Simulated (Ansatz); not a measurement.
We consider rock-salt MgS, described by PBEsol (Ansatz, a first-principles code, plane waves, PAW).

Numerical settings: plane-wave cutoff 520 eV, 12×12×12 k mesh, Fermi–Dirac smearing 0.01 eV, scalar-relativistic PAW data made under PBE.

Computed at the level's own relaxed cell.

Question: Predict the equilibrium lattice constant a, width of the whole s-p valence band and band gap.

Answer: 
- equilibrium lattice constant a: 5.182 Å
- width of the whole s-p valence band: 12.75 eV
- band gap: 2.73 eV (indirect)

Measured, for comparison: lattice constant a 5.188 Å (corrected for zero-point motion; as tabulated in Goldzak et al. (2022), arXiv:2208.04865). Computed (rounded) less measured: lattice constant a -0.1 %.

Static lattice: no zero-point or thermal effects.
